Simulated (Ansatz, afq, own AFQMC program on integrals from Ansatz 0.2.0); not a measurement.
Two steps: Ansatz 0.2.0 writes the Fock matrix and Cholesky factors of the valence space, and afq projects on them the lowest state that overlaps trial and start.

```yaml
crystal:
  periodic: [false, false, false]
  atoms:
    - {symbol: Si, position_ang: [0.000000, 0.000000, 0.000000]}
    - {symbol: H, position_ang: [-0.011166, 1.090859, 1.083779]}
    - {symbol: H, position_ang: [-0.016843, -1.083830, 1.090736]}
    - {symbol: H, position_ang: [0.016843, 1.083830, -1.090736]}
    - {symbol: H, position_ang: [0.011166, -1.090859, -1.083779]}
basis:
  gaussian: {orbitals: 6-31G}
total_charge: 1
magnetization: {spin_polarized: true, initial_magnetization: 1}
correlation: {method: ccsd_t, electrons: outside_noble_gas, hamiltonian_folder: ham}
```

```sh
$ ansatz run in.yaml --threads 1 --pin off --events-out ev --progress --plain --max-ram 1843MiB
```

Options of the walk:

```
--method free --trial cisd --walkers 200 --time-step 0.03 --max-blocks 80 --target-error 0.00032 --factor-cut 1e-05 --seed 2837 --times 0,0.3,0.6,1.2,1.8,2.4,3.6,4.8,6 --taylor-order 8
```

Times are imaginary, in 1/Eh. The walk had a cap of 521 s.

afq prints:

```
orbitals 16  electrons 4 3  factors 107 of 268
reference energy -290.72822165 Eh
CCSD correlation -0.07553616 Eh in 10 cycles, weight of the determinant in the CISD state 0.9335
repeat  energy at the last time / Eh  error
    10  -290.805294  0.000120
    20  -290.805330  0.000089
    30  -290.805408  0.000073
time / (1/Eh)  energy / Eh  error  mean overlap
  0.00  -290.803741  0.000024  1.0712
  0.30  -290.804384  0.000030  1.0727
  0.60  -290.804763  0.000027  1.0728
  1.20  -290.805129  0.000034  1.0754
  1.80  -290.805254  0.000034  1.0782
  2.40  -290.805259  0.000041  1.0928
  3.60  -290.805379  0.000041  1.0944
  4.80  -290.805426  0.000057  1.0863
  6.00  -290.805416  0.000071  1.0745
energy -290.805416 +/- 0.000071 Eh
```

The run passed its tests (error under three times the target), which doesn't prove that it has relaxed.

Against this walk (error 1.9 meV) on the same determinant: CCSD(T) 16.1 meV higher, CCSDT(Q) 0.4 meV lower (within the noise), CCSDTQ 0.5 meV lower (within the noise), full CI 0.5 meV lower (within the noise). The error is statistical, and a free projection of finite length keeps a remainder of its start.

Cautions: remainder of the start not in the error; unrestricted determinant slightly spin contaminated (⟨S²⟩ 0.81 against 0.75).

The walk took 42 s on 1 thread of Arm Neoverse V2 (shared host). The log's last line is the free-projection energy.

CCSDT and higher add their correlation energy to the determinant of the CCSD(T) run, since their own runs factorise the integrals more tightly (a shift of under 2 meV). A walk keeps the symmetry of its determinant, which the program's search chose and which needn't be the lowest solution, so a lower state of the same spin and another symmetry isn't excluded.
